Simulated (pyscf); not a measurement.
Structures and frequencies: ωB97X-D3(BJ)/def2-SVP in PySCF.

Question: Estimate by transition-state theory the rate constant of H₂N–Zr(Cl)(Cl)–Cl + H₂O → H₂N–Zr(OH)(Cl)–Cl + HCl (singlet surface; Cl–Zr, H–O broken, O–Zr, Cl–H formed) at 600 K, with ωB97M-D3(BJ)/def2-TZVP energies (ideal gas, 1 atm, RRHO with modes under 100 cm⁻¹ raised to 100, one conformer, R ln 2 for chiral ones without a mode under 150 cm⁻¹; no tunnelling).

Answer: The electronic barrier is 5.6 kcal/mol and the thermal terms add +20.3, so ΔG‡ = 25.8 kcal/mol. With k_BT/h = 1.25e+13 s⁻¹ and RT = 1.192 kcal/mol, and a volume of 8.18e-20 cm³ per molecule at 1 atm, k = 3.9e-16 cm³ molecule⁻¹ s⁻¹. Wigner's tunnelling factor for 510i cm⁻¹ would be 1.06. A shift of 1 kcal/mol in the barrier changes k by a factor 2.3. On the reactant side the descent ends in an adduct with a O–Zr contact (not fully relaxed), 20.4 kcal/mol under the separated species and 25.3 kcal/mol under the saddle at ωB97X-D3(BJ)/def2-TZVP. On the product side the descent ends in an adduct with a Cl–Zr contact, 5.3 kcal/mol under the separated species and 2.6 kcal/mol under the saddle at ωB97X-D3(BJ)/def2-TZVP. What is counted as formed (O–Zr) is already present as a longer contact in the reactant adduct; forming that adduct is a step of its own. What is counted as broken (Cl–Zr) persists as a longer contact in the product adduct; parting that adduct is a step of its own. The same reactants have a lower exit, to HO–Zr(Cl)(Cl)–Cl + NH₃ (barrier -6.7 kcal/mol at ωB97M-D3(BJ)/def2-TZVP, against +5.6 kcal/mol here). This is the saddle that the search found; another between the same sides may lie lower. Elements past Kr carry the def2 core potentials, without spin-orbit coupling.
